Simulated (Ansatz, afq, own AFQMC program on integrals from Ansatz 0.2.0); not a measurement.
# CHAl, singlet: AFQMC among the cluster methods

```xyz
3

Al    0.0000    0.0000    0.1108
C     0.0000    0.0000   -1.8127
H     0.0000    0.0000    1.7019
```

Connectivity, by distances: AlH–C.

Basis 6-31G. Only valence electrons are correlated. Integrals, coupled cluster, full CI and functionals: Ansatz 0.2.0; the random walks run on the same integrals in our own AFQMC program. ph-AFQMC/CISD is guided by a CISD state made of CCSD amplitudes; releasing the constraint for a short imaginary time cuts its bias at the price of noise, slowly where states lie close. Uncertainties: one standard error, sampling alone.

Determinant: RHF, the one that the program's search chose, which needn't be the lowest solution. The geometry is a point of a scan.

Full CI on the same integrals is exact in this basis and with this determinant's frozen core.

Cautions: higher spins were not checked; restricted determinant unstable towards unrestricted (UHF 945 meV lower, ⟨S²⟩ 1.00); strong correlation (T1 0.031, weight of the determinant 0.85, largest double 0.18); the CCSDTQ amplitudes may be one of several solutions (largest double 0.74); the released energies are still falling, so no released level is given (meV from the phaseless value at times in 1/Eh: -12 ± 4 at 0.24, -22 ± 4 at 0.51, -33 ± 4 at 0.99, -41 ± 3 at 1.62, -51 ± 4 at 2.40); the ph-AFQMC/HF walk drifts between its halves (2.4 errors); the determinant fills πx and πy unequally, so it mixes two states of the linear molecule, and each level undoes that mixture to a different degree, while full CI gives the lower state, and by Hund's rule a triplet of that filling probably lies lower still; CCSDTQ on the UHF determinant differs (783 meV lower), perhaps since the unrestricted series falls towards higher spin.

* T1 diagnostic: 0.0313
* weight of the determinant in the CISD state: 0.851
* size of the correlated space: 8 electrons in 18 orbitals

```csv
level,correlation energy (eV)
MP2,-3.0523
CCSD,-3.8152
CCSD(T),-3.9903
```

Problem. Estimate where full CI lies against CCSD(T) on the same integrals.

Solution. 4.43 mEh below CCSD(T).

Reference: full CI, correlation energy -4.111 eV. The cautions show a poor starting determinant, so the rows tell how each method copes with it here, and full CI is the sure value.

```csv
level,E − E(reference) (mEh),share of correlation (%)
CCSD(T),4.43,97.07
CCSDT,2.91,98.07
CCSDT(Q),1.27,99.16
CCSDTQ,0.21,99.86
ph-AFQMC/HF,4.27 ± 0.84,97.18
ph-AFQMC/CISD,3.80 ± 0.17,97.48
```

CCSDT and higher add their correlation energy to the determinant of the CCSD(T) run, since their own runs factorise the integrals more tightly (a shift of under 2 meV).
